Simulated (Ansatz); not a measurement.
**A saddle search, step by step**

CH5AlO, closed shell, r2SCAN-D4/def2-SVP (Ansatz 0.2.0). Settings; a guess of the unstable mode was typed too, and convergence needs a confirmed negative curvature besides the force tolerance:

```yaml
hamiltonian: {xc: r2scan, dispersion: d4}
saddle:
  f_tol: 0.05
  max_steps: 40
```

Start:

Al1  (-1.186, 0.749, 0.180)
C2  (0.839, 0.040, -0.371)
H3  (-0.024, 1.573, -0.741)
O4  (-1.817, -0.621, 1.036)
H5  (1.069, -0.127, 0.548)
H6  (0.508, -0.895, -0.915)
H7  (1.642, 0.622, -0.980)
H8  (-1.091, -1.385, 1.184)
(Å)

| step | energy less the last (meV) | largest force component (eV/Å) |
| --- | --- | --- |
| 1 | 875.9 | 8.067 |
| 2 | 138.6 | 2.430 |
| 3 | 15.3 | 0.494 |
| 4 | 8.0 | 0.289 |
| 5 | 3.6 | 0.182 |
| 6 | 1.5 | 0.095 |
| 7 | 0.6 | 0.047 |
| 8 | 0.1 | 0.009 |
| 9 | 0.0 | 0.004 |

Step 2, positions (Å) and forces (eV/Å):

```tsv
atom	x	y	z	Fx	Fy	Fz
Al1	-1.200	0.753	0.173	-0.191	0.190	-0.075
C2	0.820	0.062	-0.409	-0.606	0.500	-1.781
H3	-0.070	1.527	-0.709	-0.254	-0.517	0.347
O4	-1.749	-0.645	1.039	-1.361	2.430	-0.671
H5	1.122	-0.097	0.591	0.559	-0.457	1.723
H6	0.537	-0.845	-0.968	-0.045	-0.157	0.134
H7	1.638	0.539	-0.953	0.205	0.166	-0.093
H8	-1.158	-1.338	1.178	1.692	-2.155	0.416
```

Step 3, positions (Å) and forces (eV/Å):

```
atom       x       y       z      Fx      Fy      Fz
 Al1  -1.198   0.777   0.159   0.453  -0.058  -0.232
  C2   0.812   0.055  -0.414  -0.254  -0.102  -0.013
  H3  -0.111   1.579  -0.723  -0.494  -0.111   0.268
  O4  -1.740  -0.615   1.022   0.363  -0.106  -0.012
  H5   1.135  -0.157   0.619   0.176  -0.002   0.151
  H6   0.535  -0.885  -0.931   0.074   0.064  -0.055
  H7   1.625   0.559  -0.956   0.003  -0.067   0.018
  H8  -1.120  -1.356   1.163  -0.321   0.383  -0.126
```

Step 4, positions (Å) and forces (eV/Å):

```
atom       x       y       z      Fx      Fy      Fz
 Al1  -1.204   0.777   0.161   0.019   0.028  -0.060
  C2   0.809   0.064  -0.416   0.005   0.026   0.017
  H3  -0.104   1.542  -0.712  -0.181  -0.173   0.153
  O4  -1.741  -0.614   1.025   0.289  -0.031  -0.042
  H5   1.142  -0.139   0.620   0.044  -0.020   0.019
  H6   0.531  -0.869  -0.943   0.010  -0.008  -0.010
  H7   1.633   0.551  -0.956   0.003  -0.011  -0.009
  H8  -1.127  -1.355   1.160  -0.190   0.188  -0.069
```

Last step (9):

Al1  (-1.217, 0.776, 0.148)
C2  (0.817, 0.065, -0.400)
H3  (-0.119, 1.534, -0.693)
O4  (-1.737, -0.600, 1.027)
H5  (1.195, -0.139, 0.621)
H6  (0.529, -0.872, -0.916)
H7  (1.618, 0.549, -0.978)
H8  (-1.148, -1.358, 1.132)
(Å)

Hardware: 2 CPU threads of an Arm Neoverse V1, shared host. Wall time about 100 s.
